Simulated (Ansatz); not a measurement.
Species: C₃H₃, charge 0, doublet. C3H3 (SMILES [CH]=C=C, doublet).
B3LYP-D3(BJ)/def2-TZVP minimum from Ansatz (a first-principles code):
```xyz
6

C     -0.0003    -0.0188     0.1135
C     -0.0037    -0.2179     1.3177
C      0.0034     0.2038    -1.2323
H     -0.0066    -0.3912     2.3654
H      0.9329     0.3302    -1.7707
H     -0.9230     0.2584    -1.7878
```
Charge 0, spin multiplicity 2.

Hartree-Fock and CCSD(T) correlation energies in hartree (Ansatz). Open shells are spin-unrestricted; no spin-orbit coupling. Correlated methods leave the cores frozen. No relativity. The UHF reference of C3H3 ([CH]=C=C, doublet) is spin-contaminated (<S^2> up to 0.21 over the pure value in the sets run).

```csv
basis,X,E(HF),"E(corr, CCSD(T))"
cc-pVTZ,3,-115.29335,-0.48472
cc-pVQZ,4,-115.30065,-0.50978
cc-pV5Z,5,-115.30232,withheld
```

Q: Fit E(corr) = E∞ + A/X³ to X = 3 and 4, predict X = 5, and compare with the run.

A: A = (-0.48472 - (-0.50978))/(1/27 - 1/64) = 1.1704; E∞ = -0.50978 - A/64 = -0.52807; at X = 5, E∞ + A/125 = -0.51870. The run gave -0.51766, 1.04 mEh above the prediction. The same form on X = 4 and 5 gives E∞ = -0.52593, 2.14 mEh above the first estimate.
